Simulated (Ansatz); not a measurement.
# C₃H₄F₂O: up Jacob's ladder to CCSD(T)

An exercise on one series of results from a longer session: the logs are not shown, and one member is left open.

Program: Ansatz 0.2.0, Gaussian basis. Level of theory: functionals in def2-TZVPP, the program's frozen cores in correlated methods. These are calculated values, not measurements.

Levels to be run: PBE-D4, r2SCAN-D4, PBE0-D4, B3LYP-D4, ωB97X-V, ωB97M-V, B2PLYP; CCSD(T)/def2-TZVPP; MP2/def2-QZVPP; extrapolation to the limit.

## The relaxed structure

All runs share one geometry, relaxed beforehand with PBE0-D4 in a triple-zeta def2 set.

SMILES `FC(F)C1CO1`, 10 atoms, charge 0, spin multiplicity 1.

Atoms are counted from 1 here; the program's logs count them from 0.

Bond lengths: F1–C2 1.358 Å, C2–F3 1.351 Å, C2–C4 1.503 Å, C2–H7 1.095 Å, C4–C5 1.456 Å, C4–O6 1.408 Å, C4–H8 1.089 Å, C5–O6 1.421 Å, C5–H9 1.086 Å, C5–H10 1.085 Å. Angles: F1–C2–F3 107.9°, F1–C2–C4 108.7°, F1–C2–H7 108.2°, F3–C2–C4 111.4°, F3–C2–H7 107.9°, C4–C2–H7 112.6°, C2–C4–C5 121.6°, C2–C4–O6 115.7°, C2–C4–H8 113.3°, C5–C4–O6 59.5°, C5–C4–H8 119.8°, O6–C4–H8 115.8°, C4–C5–O6 58.6°, C4–C5–H9 118.8°, C4–C5–H10 119.3°, O6–C5–H9 115.2°, O6–C5–H10 115.2°, H9–C5–H10 116.5° and more.

Set-up of the first run:

Contents of in.yaml:

```yaml
crystal:
  periodic: [false, false, false]
  atoms:
    - {symbol: F, position_ang: [-0.814937, -0.894457, 1.793557]}
    - {symbol: C, position_ang: [-0.934302, 0.048794, 0.823853]}
    - {symbol: F, position_ang: [-0.468527, 1.216246, 1.319544]}
    - {symbol: C, position_ang: [-0.144048, -0.392078, -0.375942]}
    - {symbol: C, position_ang: [1.151552, 0.191888, -0.694346]}
    - {symbol: O, position_ang: [-0.021234, 0.557298, -1.409031]}
    - {symbol: H, position_ang: [-1.998898, 0.178823, 0.601240]}
    - {symbol: H, position_ang: [-0.371834, -1.408849, -0.691246]}
    - {symbol: H, position_ang: [1.869028, -0.401393, -1.253973]}
    - {symbol: H, position_ang: [1.558500, 0.964228, -0.050355]}
basis:
  gaussian: {orbitals: def2-TZVPP}
hamiltonian: {xc: pbe, dispersion: d4}
output: {forces: true, orbitals: {seedname: orbitals}}
```

Command:

```console
$ ansatz run in.yaml --threads 4 --pin off --events-out ev --progress --plain --max-ram 10444MiB
```

Among the steps run: PBE-D4 (GGA); r2SCAN-D4 (meta-GGA); PBE0-D4 (hybrid); B3LYP-D4 (hybrid); ωB97X-V (range-separated); ωB97M-V (range-separated); B2PLYP (double hybrid); CCSD(T) in def2-TZVPP; MP2 in def2-QZVPP.

One table of the session follows, with a row left open; its other results are not shown here.

It belongs to the step «Atomisation energies». 

| method | atomisation energy (kJ/mol) |
| --- | --- |
| PBE-D4 | 4229.7 |
| r2SCAN-D4 | 4088.5 |
| PBE0-D4 | ? |
| B3LYP-D4 | 4045.3 |
| ωB97X-V | 4080.6 |
| ωB97M-V | 4079.3 |
| B2PLYP | 4017.6 |
| HF/def2-TZVPP | 2814.6 |
| MP2/def2-TZVPP | 4083.4 |
| CCSD/def2-TZVPP | 3870.5 |
| CCSD(T)/def2-TZVPP | 3949.3 |
| MP2/CBS | 4192.1 |
| CCSD(T)/CBS | 4058.0 |

**Question.** Estimate the row for PBE0-D4.

**Answer.** atomisation energy (kJ/mol): 4099.7. In the column «atomisation energy (kJ/mol)» it lies between r2SCAN-D4 (4088.5) and MP2/CBS (4192.1).

To keep in mind: Free atoms (2 F, 3 C, 1 O, 4 H) were run apart at each level; the atomisation energy is their sum less the molecule, without zero-point or spin-orbit terms.
